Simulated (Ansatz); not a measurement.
# BFH6Si: a nudged elastic band, and a look at its input

Aim: a nudged elastic band from the structure below. Read the input with care, then see what the program makes of it. The step meant is a four-centre ligand exchange at charge 0 and multiplicity 1, which changes B1–Si6, F2–H5, B1–F2, H5–Si6.

Computed with Ansatz 0.2.0, Gaussian basis. Level: PBE0-D4/def2-SVP.

## (1) The structure

```csv
atom,x (Å),y (Å),z (Å)
B1,-0.4834,-0.6089,-1.7288
F2,-1.5527,-1.3809,-1.7479
H3,0.5872,-1.1344,-1.6149
H4,-0.6379,0.5692,-1.8825
H5,-0.5744,-0.2980,0.6530
Si6,0.4249,0.5168,1.3990
H7,1.1152,-0.3562,2.3798
H8,-0.2846,1.6131,2.1030
H9,1.4058,1.0792,0.4392
```

## (2) The run

Contents of run/in.yaml:

```yaml
crystal:
  periodic: [false, false, false]
  atoms:
    - {symbol: B, position_ang: [-0.483445, -0.608886, -1.728842]}
    - {symbol: F, position_ang: [-1.552704, -1.380921, -1.747883]}
    - {symbol: H, position_ang: [0.587244, -1.134410, -1.614864]}
    - {symbol: H, position_ang: [-0.637948, 0.569233, -1.882463]}
    - {symbol: H, position_ang: [-0.574437, -0.298029, 0.653029]}
    - {symbol: Si, position_ang: [0.424881, 0.516831, 1.399020]}
    - {symbol: H, position_ang: [1.115195, -0.356231, 2.379808]}
    - {symbol: H, position_ang: [-0.284574, 1.613117, 2.103023]}
    - {symbol: H, position_ang: [1.405790, 1.079195, 0.439173]}
basis:
  gaussian: {orbitals: def2-SVP}
hamiltonian: {xc: pbe0, dispersion: d4}
neb:
  images: 1
  climbing: true
  max_iterations: 30
  initial_path: idpp
  final_atoms:
    - {symbol: B, position_ang: [0.189366, -0.271508, -1.079017]}
    - {symbol: F, position_ang: [-1.662882, -0.635188, -0.624208]}
    - {symbol: H, position_ang: [0.493355, -1.386131, -1.380418]}
    - {symbol: H, position_ang: [-0.020208, 0.516921, -1.950819]}
    - {symbol: H, position_ang: [-1.610490, -0.354532, 0.274333]}
    - {symbol: Si, position_ang: [0.647928, 0.406424, 0.771904]}
    - {symbol: H, position_ang: [1.620632, -0.394715, 1.561845]}
    - {symbol: H, position_ang: [-0.667299, 0.274717, 1.532838]}
    - {symbol: H, position_ang: [1.009596, 1.843913, 0.893542]}
```

On the command line:

```
ansatz run in.yaml --threads 2 --pin off --events-out ev --progress --plain --max-ram 4352MiB
```

Q: Predict the outcome of this session. Wanted: this run.

The runs gave:

```
quantity      value
this run  converged
   fault  one image
```

In words: One image cannot map a path; it gives at best a single point between the ends.
